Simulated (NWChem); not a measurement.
# CH4N (SMILES [CH2]N): levels of theory compared

We compute a comparison of 6 runs (UHF/3-21G, UPBE0/def2-SVP, U-wB97X/STO-3G, UB3LYP/6-31G*, UM06-2X/def2-SVP, UBLYP/cc-pVTZ) of CH4N. 

The calculation is run with NWChem 7.3.0.

1 further run of the same task is left out (set aside as unsound or not needed).

### 1 The system as given

The species is CH4N (6 atoms), meant as a doublet with charge 0. SMILES: `[CH2]N`. Geometry: relaxed at PBE0-D4/def2-TZVP. This is one conformer, not always the lowest.

Bond lengths: C1–N2 1.386 Å, C1–H3 1.082 Å, C1–H4 1.082 Å, N2–H5 1.008 Å, N2–H6 1.008 Å. Angles: C1–N2–H5 115.5°, C1–N2–H6 115.5°, N2–C1–H3 116.9°, N2–C1–H4 116.8°, H5–N2–H6 111.4°, H3–C1–H4 118.6°.

### 2 Energy and gradient at UHF/3-21G (run 1)

run.nw reads:

```
start run
title "CH4N gradient"
memory 2200 mb

geometry units angstroms noautosym nocenter noautoz
  C       -0.319900      -0.571400      -0.195400
  N        0.368400       0.544400       0.254100
  H       -1.285500      -0.763000       0.252600
  H        0.275200      -1.412900      -0.523600
  H        1.200400       0.778600      -0.264400
  H       -0.196500       1.360300       0.430400
end

basis "ao basis" spherical bse
  * library 3-21G
end

scf
  doublet
  uhf
  thresh 1e-08
  maxiter 80
  print medium
end

task scf gradient
```

Launch:

```bash
$ nwchem run.nw > run.out
```

What it wrote:

```text
[...]
  functions       =    26
[...]
  wavefunction    = UHF
[...]
         Total SCF energy =    -94.061708763396
      One electron energy =   -200.570521175036
      Two electron energy =     69.214691959174
 Nuclear repulsion energy =     37.294120452466
                       Sz =      0.5000
                 Sz(Sz+1) =      0.7500
                      S^2 =      0.7594
[...]
                         UHF ENERGY GRADIENTS
    atom               coordinates                        gradient
                 x          y          z           x          y          z
   1 C      -0.604523  -1.079789  -0.369252    0.012300   0.022612   0.005970
   2 N       0.696175   1.028767   0.480179   -0.009020  -0.025181   0.002929
   3 H      -2.429243  -1.441861   0.477345   -0.006164   0.000244   0.002221
   4 H       0.520053  -2.669994  -0.989461    0.004254  -0.004113  -0.002953
   5 H       2.268427   1.471341  -0.499644    0.002301   0.001984  -0.005566
   6 H      -0.371331   2.570594   0.813338   -0.003671   0.004453  -0.002601
[...]
```

It took 0.83 s on 1 thread of Intel Xeon 6975P-C (Granite Rapids), shared host; peak memory 0.099 GiB.

### 3 Energy and gradient at UPBE0/def2-SVP (run 2)

sp.nw reads:

```
start sp
title "CH4N"
memory total 2200 mb

geometry units angstrom noautosym nocenter noautoz
  C    -0.319900   -0.571400   -0.195400
  N     0.368400    0.544400    0.254100
  H    -1.285500   -0.763000    0.252600
  H     0.275200   -1.412900   -0.523600
  H     1.200400    0.778600   -0.264400
  H    -0.196500    1.360300    0.430400
end

basis spherical bse
  * library def2-SVP
end

dft
  xc pbe0
  mult 2
  grid xfine
  convergence energy 1e-08
  maxiter 100
  mulliken
  print low
end

task dft gradient
```

Launch:

```bash
$ nwchem sp.nw > sp.out
```

What it wrote:

```text
[...]
 d= 0,ls=0.0,diis     1    -94.9939767986 -1.32D+02  3.81D-03  3.69D-02     1.4
[...]
 d= 0,ls=0.0,diis    10    -95.0149113197 -8.47D-09  1.09D-06  1.63D-09    13.0
[...]
         Total DFT energy =      -95.014911319689
      One electron energy =     -201.330764394963
           Coulomb energy =       82.712902346033
    Exchange-Corr. energy =      -13.691169723225
 Nuclear repulsion energy =       37.294120452466
[...]
      Total Density - Mulliken Population Analysis
     ---------------------------------------------
    Atom       Charge   Shell Charges
 -----------   ------   -------------------------------------------------------
    1 C    6     6.14   1.99  0.88  0.27  2.03  0.93  0.04
    2 N    7     7.21   1.99  0.98  0.41  2.45  1.36  0.02
    3 H    1     0.95   0.74  0.19  0.02
    4 H    1     0.95   0.74  0.19  0.02
    5 H    1     0.87   0.72  0.11  0.05
    6 H    1     0.87   0.72  0.11  0.05
[...]
      <S2> =      0.7534 (Exact =     0.7500)
                         DFT ENERGY GRADIENTS
    atom               coordinates                        gradient
                 x          y          z           x          y          z
   1 C      -0.604523  -1.079789  -0.369252   -0.001994  -0.006708   0.001779
   2 N       0.696175   1.028767   0.480179    0.001099   0.005543  -0.002442
   3 H      -2.429243  -1.441861   0.477345    0.006579   0.001695  -0.003257
   4 H       0.520053  -2.669994  -0.989461   -0.003926   0.006047   0.001974
   5 H       2.268427   1.471341  -0.499644   -0.004521  -0.001764   0.002786
   6 H      -0.371331   2.570594   0.813338    0.002762  -0.004813  -0.000840
 Task  times  cpu:       14.8s     wall:       14.8s
 Total times  cpu:       14.8s     wall:       14.8s
```

Wall time 16 s (1 thread of Intel Xeon 6975P-C (Granite Rapids), shared host); peak memory 0.13 GiB.

Runs 3 to 5 aren't shown in full; the table further down has their settings and results.

### 4 Energy and forces at UBLYP/cc-pVTZ (run 6)

test.xyz reads:

```xyz
6

C     -0.319900    -0.571400    -0.195400
N      0.368400     0.544400     0.254100
H     -1.285500    -0.763000     0.252600
H      0.275200    -1.412900    -0.523600
H      1.200400     0.778600    -0.264400
H     -0.196500     1.360300     0.430400
```

test.nw reads:

```
start test
memory stack 880 mb heap 220 mb global 1100 mb

geometry units angstroms noautosym nocenter noautoz
 load test.xyz
end

basis spherical bse
 C library cc-pVTZ
 N library cc-pVTZ
 H library cc-pVTZ
end

dft
 xc becke88 lyp
 mult 2
 grid fine
 convergence energy 1e-08
 iterations 100
 mulliken
end

task dft gradient
```

Launch:

```bash
$ nwchem test.nw > test.out
```

What it wrote:

```text
[...]
          Wavefunction type:  spin polarized.
          No. of atoms     :     6
          No. of electrons :    17
[...]
          Charge           :     0
          Spin multiplicity:     2
[...]
          AO basis - number of functions:   116
[...]
              XC Information
              --------------
                    Becke 1988 Exchange Functional  1.000
              Lee-Yang-Parr Correlation Functional  1.000
[...]
 d= 0,ls=0.0,diis     1    -95.1655518159 -1.32D+02  1.82D-03  1.07D-01     2.4
[...]
 d= 0,ls=0.0,diis     8    -95.1971052644 -3.17D-09  2.72D-06  1.29D-07    17.3
[...]
         Total DFT energy =      -95.197105264409
      One electron energy =     -201.475025120561
           Coulomb energy =       82.761376208981
    Exchange-Corr. energy =      -13.777576805295
 Nuclear repulsion energy =       37.294120452466
[...]
      Total Density - Mulliken Population Analysis
     ---------------------------------------------
    Atom       Charge   Shell Charges
 -----------   ------   -------------------------------------------------------
    1 C    6     6.27   1.97  0.19  0.76  0.36  0.88  1.36  0.67  0.02  0.04  0.01
    2 N    7     7.19   1.95  0.22  0.87  0.39  1.09  1.73  0.90  0.01  0.03  0.00
    3 H    1     0.91   0.28  0.46  0.14  0.01  0.02  0.00
    4 H    1     0.91   0.28  0.46  0.14  0.01  0.02  0.00
    5 H    1     0.86   0.28  0.42  0.08  0.02  0.05  0.01
    6 H    1     0.86   0.28  0.42  0.08  0.02  0.05  0.01
[...]
      <S2> =      0.7526 (Exact =     0.7500)
[...]
  wavefunction    = open shell
                         DFT ENERGY GRADIENTS
    atom               coordinates                        gradient
                 x          y          z           x          y          z
   1 C      -0.604523  -1.079789  -0.369252    0.005838   0.008629   0.004667
   2 N       0.696175   1.028767   0.480179   -0.004372  -0.002986  -0.006300
   3 H      -2.429243  -1.441861   0.477345    0.002502   0.000681  -0.001155
   4 H       0.520053  -2.669994  -0.989461   -0.001390   0.002282   0.000787
   5 H       2.268427   1.471341  -0.499644   -0.006016  -0.002327   0.003354
   6 H      -0.371331   2.570594   0.813338    0.003438  -0.006279  -0.001353
[...]
```

Wall time 25 s (1 thread of Intel Xeon 6975P-C (Granite Rapids), shared host); peak memory 0.13 GiB.

### 5 The series

```csv
run,level,iteration cap,module,energy (Eh),dipole moment (D),HOMO energy (eV),LUMO energy (eV),wall time
1,UHF/3-21G,80,scf,-94.061709,1.11,-7.69,5.64,0.83 s
2,UPBE0/def2-SVP,100,dft,-95.014911,–,–,–,16 s
3,U-wB97X/STO-3G,100,dft,-93.953505,1.23,-4.17,6.23,9.6 s
4,UB3LYP/6-31G* (spherical functions),100,dft,-95.193281,1.24,–,–,12 s
5,UM06-2X/def2-SVP,100,dft,-95.071028,1.23,-5.25,1.25,25 s
6,UBLYP/cc-pVTZ,100,dft,-95.197105,1.28,-2.74,-1.15,25 s
```

### 6 Results

| quantity | value |
| --- | --- |
| run 6: total energy | -95.19711 Eh |
| run 6: dipole moment | 1.28 D |
| run 6: HOMO energy (highest over α and β) | -2.74 eV |
| run 6: LUMO energy (lowest over α and β) | -1.15 eV |
| run 6: ⟨S²⟩ | 0.753 |
| run 6: largest force on an atom | 0.587 eV/Å |

In words: Over runs 1, 3, 4, 5, 6 the dipole moment (its size) runs from 1.11 D (UHF/3-21G) to 1.28 D (UBLYP/cc-pVTZ). The two ends differ in method and basis. Totals of different functionals can't be ranked against each other. In run 3 the basis is minimal, so the values are rough. All runs together took 88 s, the longest 25 s.
